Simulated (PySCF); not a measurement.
Nitrogen: a sound run and one with changed settings

Sound run: N [He] 2s2 2p3, N⁺ [He] 2s2 2p2. Computed with PySCF 2.14 in cc-pVDZ, with no relativity, point nucleus. In the sound run the correlated levels freeze 1s2. The sound run starts from symmetry-adapted Hartree-Fock orbitals and uses a fine grid where one is needed.

Changed run: basis STO-3G. This setting is unsound on purpose.

| species | method | sound run (hartree) | changed run (hartree) | converged |
| --- | --- | --- | --- | --- |
| N | UHF | -54.39111 | -53.71901 | yes |
| N | PBE0 | -54.53075 | -53.83894 | yes |
| N | LDA | -54.11518 | -53.40704 | yes |
| N | MP2 | -54.46186 | -53.71901 | yes |
| N⁺ | UHF | -53.88047 | -53.24264 | yes |
| N⁺ | PBE0 | -53.99268 | -53.34076 | yes |
| N⁺ | LDA | -53.56833 | -52.91058 | yes |
| N⁺ | MP2 | -53.93437 | -53.25331 | yes |
| N⁺ | CCSD(T) | -53.95698 | -53.26332 | yes |

Ionisation energy of N:

| method | sound run (eV) | changed run (eV) |
| --- | --- | --- |
| UHF | 13.895 | 12.963 |
| PBE0 | 14.642 | 13.556 |
| LDA | 14.881 | 13.509 |
| MP2 | 14.354 | 12.672 |
| SCS-MP2 | 14.144 | 12.614 |

A minimal basis cannot let orbitals breathe on ionisation and holds almost no correlation.

For comparison, NIST gives 14.534 eV between the lowest levels.
